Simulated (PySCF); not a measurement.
Bonds (- single, = double, # triple, : aromatic): C1-N2 1.441 Å, N2:C3 1.363 Å, C3:N4 1.306 Å, N4:N5 1.358 Å, N5:C6 1.306 Å, C6:N2 1.363 Å. C1 carries H7, H8, H9; C3 carries H10; C6 carries H11.

Geometry: PBE0-D3(BJ)/def2-SVP; GIAO shifts from PySCF 2.14, gas phase, non-relativistic, averaged over equivalent atoms.

At PBE0/6-31G (64 basis functions, 7.6 s wall time on 1 thread of an Arm Neoverse N1, shared host):
| atoms | δ (ppm) |
| --- | --- |
| C3/C6 | 137.5 |
| C1 | 30.2 |
| N4/N5 | 341.2 |
| N2 | 161.0 |
| H10/H11 | 7.84 |
| H7/H8/H9 | 3.84 |

δ = σ(ref) − σ, references computed at the same level: ¹³C (σref 199.54) and ¹H (σref 32.61) vs TMS; ¹⁵N (σref 260.69) against NH3.

Task: Predict the values at PBE0/def2-SVP on the same geometry.

Result: 
```tsv
atoms	δ at PBE0/def2-SVP	change
C3/C6	138.2	+0.7
C1	28.6	-1.6
N4/N5	349.6	+8.4
N2	171.0	+10.0
H10/H11	7.41	-0.43
H7/H8/H9	3.33	-0.51
```

Referencing at the same level of theory: ¹³C (193.72 ppm) and ¹H (31.34 ppm) against TMS; NH3 for ¹⁵N (269.84 ppm).

The largest change is at N2 (pyrrole-type ring nitrogen). Cost: 109 basis functions, 12 s wall time on 1 thread of an Arm Neoverse N1, shared host.

Experimental scales use liquid or dissolved standards, which lie at an offset from isolated NH3 (liquid NH3: subtract about 20 ppm). Unscaled 15N shifts of sp2 nitrogen come out 20 to 40 ppm too high even then.
